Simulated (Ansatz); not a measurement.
A made-up structure of C$_{2}$H$_{7}$Si (charge -1), singlet:

```
10
angstrom
C -1.0847 0.7196 -0.7085
C 0.3293 0.2200 -0.5849
Si 0.9166 -0.6639 0.8328
H 1.7606 -1.8051 0.7919
H -1.1674 1.5992 -1.3701
H -1.4740 1.0484 0.2672
H 0.8354 0.0077 -1.5299
H 0.4494 -2.0858 1.2467
H 0.6208 0.0414 2.1475
H 2.4122 -0.8817 0.7906
```

It is relaxed with PBE-D4/def2-SVPD and then PBE0-D4/def2-TZVPD (Ansatz 0.2.0). Atoms count as bonded within 1.22 times the sum of their covalent radii (H–H: 0.88 Å). The end point is not checked to be a true minimum.

Does its bonding change? (A judgement: the text doesn't fix the answer.)

By the calculation: No: no bond forms or breaks.

Where it ends: The first stage lowers the energy by 4.68 eV in 11 steps. It ends as C₂H₇Si ([CH2][CH][SiH4]), total charge -1:
C1  (-0.744, 0.921, -0.551)
C2  (0.251, 0.041, -0.629)
Si3  (1.027, -0.880, 0.889)
H4  (1.766, -1.874, -0.144)
H5  (-1.192, 1.397, -1.425)
H6  (-1.144, 1.198, 0.425)
H7  (0.626, -0.222, -1.623)
H8  (0.437, -2.085, 1.631)
H9  (0.206, 0.123, 1.848)
H10  (2.364, -0.419, 1.462)
(Å)

Labels in which every atom is bracketed show which atoms are joined, not bond orders.

For scale, one of the runs: PBE0-D4/def2-TZVPD relaxation, 180 basis functions, launched by `ansatz run in.yaml --threads 2 --pin off --events-out ev --progress --plain --max-ram 4352MiB`. The run took about 60 s on 2 CPU threads of an Arm Neoverse V2 (shared host).
